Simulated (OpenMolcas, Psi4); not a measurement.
# CH6BN (SMILES CBN): methods side by side

The species is CH6BN (9 atoms), meant as a singlet with charge 0. SMILES: `CBN`. The coordinates come from a PBE0-D4/def2-TZVP relaxation.

Each level gives the dipole moment (D). The values are calculated.

| level | kind | program | value (D) | CPU time |
| --- | --- | --- | --- | --- |
| HF/cc-pVDZ | Hartree–Fock | Psi4 | 1.57 | 9 s |
| M06-L/cc-pVDZ | meta-GGA | Psi4 | 1.72 | 2 min |
| TPSS/cc-pVDZ | meta-GGA | OpenMolcas | 1.80 | 44 s |
| r2SCAN/cc-pVDZ | meta-GGA | OpenMolcas | 1.74 | 42 s |
| B3LYP/cc-pVDZ | global hybrid | Psi4 | 1.74 | 45 s |
| BHLYP/cc-pVDZ | global hybrid | Psi4 | 1.66 | 27 s |
| TPSSh/cc-pVDZ | hybrid meta-GGA | Psi4 | 1.78 | 92 s |
| CAM-B3LYP/cc-pVDZ | range-separated hybrid | Psi4 | 1.73 | 34 s |

The values span 1.57 to 1.80 D. Magnitudes only. CPU times are rough (shared hosts, several kinds of processor): they show what a rung costs within a factor of a few.
